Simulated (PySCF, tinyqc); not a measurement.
A ladder of methods, and size consistency: correlation methods against full CI in the sto-6g basis, for CH2, spin multiplicity 1. Computed by the program tinyqc with PySCF. 

Geometry (angstrom):
```
atom,x,y,z
C,0.0000,0.0000,0.0000
H,0.0000,0.9490,0.5320
H,0.0000,-0.9490,0.5320
```

RHF energy of one = -38.735813 hartree

All electrons correlated; +Q is the Davidson correction (1 - c0^2) E_corr. The last columns treat two copies 100 angstrom apart as one system. FCI is the lowest singlet.

Correlation energies (hartree):
```
method,E_corr of one,share of FCI (%),E_corr of two at 100 angstrom,two minus twice one (mhartree)
MP2,-0.033441,57.0601,-0.066881,0.0000
CISD,-0.055369,94.4767,-0.104301,6.4366
CISD+Q,-0.059300,101.1853,-0.115009,3.5920
CCSD,-0.057947,98.8755,-0.115894,0.0000
CCSD(T),-0.058266,99.4197,-0.116531,-2.07e-05
FCI,-0.058606,100.0000,-,-
```

MP2 recovers 57 %, CISD 94.5 % and CCSD 98.9 % of the FCI value (c0^2 = 0.929 in CISD). MP2 and coupled cluster are size consistent, so their last column vanishes; CISD loses 6.44 mhartree, since a double excitation on each copy is a quadruple of the pair, and the Davidson correction leaves +3.59. The restricted reference is unstable here: a spin-polarised solution lies 0.0420 hartree lower (PySCF), so results built on it describe a poor reference.
